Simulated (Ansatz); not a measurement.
# BH5S (SMILES [BH3-][SH2+]): one structure at several levels

The runs use Ansatz 0.2.0, Gaussian basis; single points in def2-TZVPP.

Correlated methods freeze the cores.

## (1) Where the work starts

SMILES `[BH3-][SH2+]`, 7 atoms, charge 0, spin multiplicity 1.

Atoms are counted from 1 here; the program's logs count them from 0.

Bond lengths: B1–S2 2.027 Å, B1–H3 1.263 Å, B1–H4 1.277 Å, B1–H5 1.111 Å, S2–H6 1.369 Å, S2–H7 1.420 Å. Angles: S2–B1–H3 102.8°, S2–B1–H4 102.9°, S2–B1–H5 108.2°, H3–B1–H4 110.0°, H3–B1–H5 116.7°, H4–B1–H5 114.6°, B1–S2–H6 99.0°, B1–S2–H7 95.9°, H6–S2–H7 89.4°.

As a file:

```tsv
atom	x (Å)	y (Å)	z (Å)
B1	-0.51680	-0.39410	-0.55460
S2	0.57950	1.08960	0.28590
H3	-1.70300	0.00880	-0.39490
H4	-0.28650	-1.38780	0.21380
H5	-0.17240	-0.53000	-1.60220
H6	0.25510	0.87780	1.59910
H7	1.75690	0.31670	0.46670
```

## (2) CCSD(T)/def2-TZVPP

run/in.yaml

```yaml
crystal:
  periodic: [false, false, false]
  atoms:
    - {symbol: B, position_ang: [-0.516800, -0.394100, -0.554600]}
    - {symbol: S, position_ang: [0.579500, 1.089600, 0.285900]}
    - {symbol: H, position_ang: [-1.703000, 0.008800, -0.394900]}
    - {symbol: H, position_ang: [-0.286500, -1.387800, 0.213800]}
    - {symbol: H, position_ang: [-0.172400, -0.530000, -1.602200]}
    - {symbol: H, position_ang: [0.255100, 0.877800, 1.599100]}
    - {symbol: H, position_ang: [1.756900, 0.316700, 0.466700]}
basis:
  gaussian: {orbitals: def2-TZVPP}
correlation: {method: ccsd_t}
output: {forces: true}
```

Command:

```sh
$ ansatz run in.yaml --threads 4 --pin off --events-out ev --progress --plain --max-ram 5222MiB
```

What time and memory should one allow on 4 threads of Intel Xeon 6975P-C, shared host?

About 16 s, with a peak of 1.6 GiB.
